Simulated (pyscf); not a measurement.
A first-order saddle from PySCF, ωB97X-D3(BJ)/def2-SVP:

```
Si
H 1 1.4934
H 1 1.5211 2 102.50
H 1 1.6483 2 111.38 3 88.88
Si 4 1.6569 1 103.79 2 81.39
H 5 1.4925 4 115.44 1 79.62
H 5 1.4939 6 121.77 4 156.96
H 5 1.5170 6 102.87 7 113.67
H 1 1.7051 2 86.23 3 165.30
As 1 2.3503 2 127.10 9 80.63
H 10 1.5173 1 92.73 2 -24.50
H 10 1.5190 11 94.35 9 -125.29
```

Surface: singlet, charge 0. Lowest wavenumbers (cm⁻¹): 612i, 70, 139, 162, 310.

Problem. What reaction is this the transition state of?

Solution. H₃Si–AsH₂ + silane (SiH₄) ⇌ H₃Si–AsH₂ + silane (SiH₄), a four-centre exchange read from left to right: H–Si, H–Si broken and H–Si, H–Si formed. At ωB97M-D3(BJ)/def2-TZVP it lies +2.21 eV from the left side and +2.21 eV from the right (each side as separated species at their lowest minima found). At the saddle there is also a short Si–Si contact that neither side keeps. One saddle was located; it need not be the lowest between these sides. Elements up to Kr have no core potential and no relativistic terms here.
